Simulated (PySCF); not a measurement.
# Simulated absorption spectrum

Species: C3H4O2.
Bonds: C1–C2 (double), C2–C3, C3–O4 (double), C3–O5. Hydrogens: H6, H7 on C1; H8 on C2; H9 on O5.

Method used: TDDFT B3LYP/def2-SVPD, vertical, gas phase, core orbitals frozen in the response (PySCF 2.14.0, density-fitted response routines). Isolated species at its GFN2-xTB geometry (one conformer only). Torsions of this conformer, `[CH2:1]=[CH:2][C:3](=[O:4])[OH:5]`: C1–C2–C3–O4 0°, H–O5–C3–C2 180°.

Computed states:

| state | E (eV) | f |
| --- | --- | --- |
| S1 | 4.72 | 0.0000 |
| S2 | 6.27 | 0.226 |
| S3 | 6.87 | 0.121 |
| S4 | 7.35 | 0.0006 |
| S5 | 7.35 | 0.099 |
| S6 | 7.66 | 0.0072 |
| S7 | 8.06 | 0.013 |
| S8 | 8.08 | 0.018 |

Each state is given a Gaussian of 0.3 eV full width at half maximum, with ε(max) = 2.175×10⁸ f / Δν̃ (Δν̃ the width in cm⁻¹). The width is an assumption, not a result. The curve ends short of the highest state used, and states not computed would add to its high-energy end.

Question: What does the envelope look like, and where are its maxima?

Answer: 
λ (nm), ε (L mol⁻¹ cm⁻¹) and a bar:
```
    165.8       5655 ########
    168.1       8855 #############
    170.4       7675 ###########
    172.6       4393 #######
    174.9       3721 ######
    177.2       7009 ##########
    179.4      10420 ###############
    181.7      10025 ###############
    184.0       6165 #########
    186.2       2786 ####
    188.5       1815 ###
    190.8       4198 ######
    193.1      10056 ###############
    195.3      16754 #########################
    197.6      20268 ##############################
    199.9      17643 ##########################
    202.1      11588 #################
    204.4       5640 ########
    206.7       2100 ###
    209.0        609 #
    211.2        150 
    213.5         28 
    215.8          4 
    218.0          1 
    220.3          0 
    222.6          0 
    224.8          0 
    227.1          0 
    229.4          0 
    231.7          0 
    233.9          0 
    236.2          0 
    238.5          0 
    240.7          0 
    243.0          0 
    245.3          0 
    247.6          0 
    249.8          0 
    252.1          0 
    254.4          0 
    256.6          0 
    258.9          0 
    261.2          0 
    263.4          0 
    265.7          0 
    268.0          0 
    270.3          0 
    272.5          0 
    274.8          0 
    277.1          0 
    279.3          0 
    281.6          0 
    283.9          0 
    286.2          0 
    288.4          0 
    290.7          0
```

Maxima: 198 nm (6.27 eV), ε about 20000, made up of S2 (100%); 180 nm (6.88 eV), ε about 11000, made up of S3 (100%); 169 nm (7.35 eV), ε about 9000, made up of S5 (99%) (ε in L mol⁻¹ cm⁻¹; maxima over ε = 5, shares over 10%).

Question: On this curve, what absorbance would a 10⁻³ mol/L sample give at 193 nm over a 1 cm path?

Answer: 193 nm is 6.424 eV, where ε is about 9700 L mol⁻¹ cm⁻¹, so A = ε c l ≈ 9.7 (Beer–Lambert, with the gas-phase spectrum and the assumed width).

Question: Coming from long wavelengths, where does ε first pass 100 L mol⁻¹ cm⁻¹?

Answer: At about 212 nm (5.86 eV), 1.14 eV above S1.

Question: What would ε be at 6.27 eV, the highest of these maxima, with half the width (0.15 eV)?

Answer: About 40600 L mol⁻¹ cm⁻¹ against 20300, a factor of about 2.00; a lone state at its own centre would give exactly 2.
